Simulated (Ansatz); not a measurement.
in.yaml

```yaml
crystal:
  periodic: [false, false, false]
  atoms:
    - {symbol: Al, position_ang: [0.000000, 0.000000, 0.428918]}
    - {symbol: Al, position_ang: [0.000000, 0.000000, -2.441082]}
    - {symbol: H, position_ang: [0.000000, 0.000000, 2.012165]}
basis:
  gaussian: {orbitals: 6-31G}
magnetization: {spin_polarized: false, initial_magnetization: 3}
correlation: {method: fic_mrcisd_q, electrons: outside_noble_gas, active_space: {window: {electrons: 7, orbitals: 9}, shells: [{species: Al, l: s, shell: 3}, {species: Al, l: p, shell: 3}, {species: H, l: s, shell: 1}]}}
```

```sh
$ ansatz run in.yaml --threads 1 --pin off --events-out ev --progress --plain --max-ram 2393MiB
```

Q: Roughly how long does this take on 1 thread of AMD EPYC 7B13, shared host, and how much host memory?

A: 3.6 s wall and 0.33 GiB.

```
541 factors; integrals over basis functions are off by at most 6.1e-8 eV
mean field evaluation 1: about -13176.6774 eV, gradient 4.8e0 eV
mean field evaluation 2: about -13176.6820 eV, gradient 4.9e0 eV
mean field evaluation 4: about -13177.2036 eV, gradient 1.2e0 eV
mean field evaluation 8: about -13177.2347 eV, gradient 1.7e-2 eV
mean field evaluation 16: about -13177.2343 eV, gradient 2.9e-2 eV
mean field evaluation 32: about -13177.2922 eV, gradient 5.9e-5 eV
mean field evaluation 64: about -13177.2838 eV, gradient 1.8e-1 eV
mean field evaluation 96: about -13177.1355 eV, gradient 1.3e0 eV
mean field -13177.29217844 eV, -484.2565556681 hartree, gradient 5.6e-7 eV, S^2 3.750000; 12 other end points of the search recorded, 0 dependent functions left out
reference -13177.29217844 eV, -484.2565556681 hartree; 15, 12 occupied and 13, 16 virtual orbitals, 541 factors
state -13179.23399872 eV, -484.3279162473 hartree
contracted CI cycle   1: correlation 0.00000000 eV, 0.0000000000 hartree, residual 3.51e0 eV
contracted CI cycle   2: correlation -0.43720527 eV, -0.0160669973 hartree, residual 8.60e-1 eV
contracted CI cycle   3: correlation -0.46003703 eV, -0.0169060491 hartree, residual 2.00e-1 eV
contracted CI cycle   4: correlation -0.46110890 eV, -0.0169454397 hartree, residual 6.10e-2 eV
contracted CI cycle   5: correlation -0.46118439 eV, -0.0169482136 hartree, residual 1.50e-2 eV
contracted CI cycle   6: correlation -0.46118972 eV, -0.0169484095 hartree, residual 3.61e-3 eV
contracted CI cycle   7: correlation -0.46119006 eV, -0.0169484222 hartree, residual 9.59e-4 eV
state -13179.23399872 eV, -484.3279162473 hartree; corrected -13179.70471356 eV, -484.3452146986 hartree
Total energy: -13179.70471356 eV, -484.3452146986 hartree
Checks for a lower state left out: starts, orbital_swaps
```

Natural occupations: 1.9607 1.9069 1.0148 0.9570 0.9570 0.0644 0.0644 0.0551 0.0197.

For the same geometry and basis full CI lies 4.5 meV lower.
